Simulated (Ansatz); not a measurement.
Reaction (homolysis of the H–Si bond): `N[SiH2][SiH3]` → H• + `N[SiH][SiH3]`•

Computed with Ansatz on PBE0-D4/def2-TZVP structures; ΔE is electronic, products minus reactants. CCSD(T)/CBS adds triple-zeta CCSD(T) − MP2 to the extrapolated MP2 energy (def2 sets, frozen cores). This one scheme is used for every species, atoms too. DFT in def2-TZVPP. Open shells (•) are unrestricted, without spin–orbit coupling. Each species was taken in one conformer, which may not be the lowest.

```json
{"level": "PBE-D4", "ΔE (kcal/mol)": "85.0"}
{"level": "revPBE-D4", "ΔE (kcal/mol)": "84.2"}
{"level": "B97M-V", "ΔE (kcal/mol)": "89.7"}
{"level": "PBE0-D4", "ΔE (kcal/mol)": "86.8"}
{"level": "BHLYP-D4", "ΔE (kcal/mol)": "90.8"}
{"level": "LC-ωPBE", "ΔE (kcal/mol)": "88.1"}
{"level": "CCSD/def2-SVP", "ΔE (kcal/mol)": "88.3"}
{"level": "CCSD(T)/def2-TZVPP", "ΔE (kcal/mol)": "91.1"}
```

(1) What does CCSD(T)/CBS give? (Estimate.)

Largest T1 diagnostic among the species: 0.016.

Answers

(1) Ansatz gave: +92.6 kcal/mol. The listed levels differ from it by -7.6, -8.4, -2.9, -5.8, -1.8, -4.5, -4.3, -1.5 kcal/mol.

At CCSD(T), def2-SVP lies −4.4 kcal/mol from the extrapolated value and def2-TZVPP −1.5 kcal/mol: correlation converges slowly with the basis, and small sets miss more of it in the bonded molecule than in its fragments. From PBE to PBE0 (25 % exact exchange), in def2-TZVPP and without D4, ΔE moves by +1.8 kcal/mol.
